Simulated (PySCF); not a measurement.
Dissociation curve of SMILES C#N. The C1–N3 bond (C1 also carries H; N3 carries nothing else) is varied alone, starting from the PBE0/def2-TZVP optimised geometry.

UHF/6-31G (PySCF); RHF/6-31G (PySCF); UKS-BHandHLYP = unrestricted BHandHLYP/6-31G (PySCF); RKS-BHandHLYP = PySCF with restricted BHandHLYP/6-31G; UKS-LDA (SVWN5) = PySCF with unrestricted LDA (SVWN5)/6-31G; RKS-LDA (SVWN5) = restricted LDA (SVWN5)/6-31G run with PySCF 2.14.0; UKS-CAM-B3LYP = unrestricted CAM-B3LYP/6-31G in PySCF; RKS-CAM-B3LYP = PySCF with restricted CAM-B3LYP/6-31G.

Scanned distances (Å): 0.91, 0.97, 1.04, 1.08, 1.12, 1.15, 1.18, 1.20, 1.26, 1.34, 1.44, 1.55, 1.74, 1.90, 2.04, 2.28, 2.50, 2.84, 3.11, 3.47, 4.02.

**Question.** Where does the unrestricted solution first break spin symmetry (<S²> of 0.01 or more)?

**Answer.** UHF: between 1.15 and 1.18 Å; UKS-BHandHLYP: between 1.34 and 1.44 Å; UKS-LDA (SVWN5): between 1.55 and 1.74 Å; UKS-CAM-B3LYP: between 1.34 and 1.44 Å.

```
R / Å  <S²> UHF  E(RHF) − E(UHF) / mEh  <S²> UKS-BHandHLYP  E(RKS-BHandHLYP) − E(UKS-BHandHLYP) / mEh  <S²> UKS-LDA (SVWN5)  E(RKS-LDA (SVWN5)) − E(UKS-LDA (SVWN5)) / mEh  <S²> UKS-CAM-B3LYP  E(RKS-CAM-B3LYP) − E(UKS-CAM-B3LYP) / mEh
-----  --------  ---------------------  ------------------  -----------------------------------------  --------------------  ---------------------------------------------  ------------------  -----------------------------------------
0.91       0.00                    0.0                0.00                                        0.0                  0.00                                            0.0                0.00                                        0.0
0.97       0.00                    0.0                0.00                                        0.0                  0.00                                            0.0                0.00                                        0.0
1.04       0.00                    0.0                0.00                                        0.0                  0.00                                            0.0                0.00                                        0.0
1.08       0.00                    0.0                0.00                                        0.0                  0.00                                            0.0                0.00                                        0.0
1.12       0.00                    0.0                0.00                                        0.0                  0.00                                            0.0                0.00                                        0.0
1.15       0.00                    0.0                0.00                                        0.0                  0.00                                            0.0                0.00                                        0.0
1.18       0.08                    0.2                0.00                                        0.0                  0.00                                            0.0                0.00                                        0.0
1.20       0.23                    1.2                0.00                                        0.0                  0.00                                            0.0                0.00                                        0.0
1.26       0.61                    9.6                0.00                                        0.0                  0.00                                            0.0                0.00                                        0.0
1.34       1.00                   29.8                0.00                                        0.0                  0.00                                            0.0                0.00                                        0.0
1.44       1.36                   63.8                0.55                                        5.8                  0.00                                            0.0                0.03                                        0.0
1.55       1.65                  106.6                1.04                                       23.6                  0.00                                            0.0                0.67                                        7.4
1.74       2.11                  182.1                1.58                                       64.7                  0.48                                            2.0                1.36                                       37.6
1.90       2.45                  236.8                1.94                                       99.0                  1.15                                           14.5                1.74                                       67.0
2.04       2.65                  273.4                2.24                                      125.6                  1.54                                           28.8                2.06                                       91.6
2.28       2.84                  318.1                2.63                                      161.8                  2.06                                           53.4                2.51                                      128.4
2.50       2.93                  346.9                2.82                                      185.5                  2.44                                           74.3                2.75                                      154.1
2.84       2.98                  378.5                2.94                                      210.5                  2.79                                              —                2.92                                      181.3
3.11       3.00                  396.2                2.98                                      224.0                  2.91                                              —                2.97                                      196.0
3.47       3.01                  413.1                3.00                                      236.5                  2.97                                              —                2.99                                      209.9
4.02       3.01                  429.7                3.00                                      247.9                  3.00                                              —                3.00                                      223.1
```

A dash means that the run gave no value there, or that the column was ended at a point which the program doubted or which failed a test of continuity chosen for this set; such a test can also cut sound points.
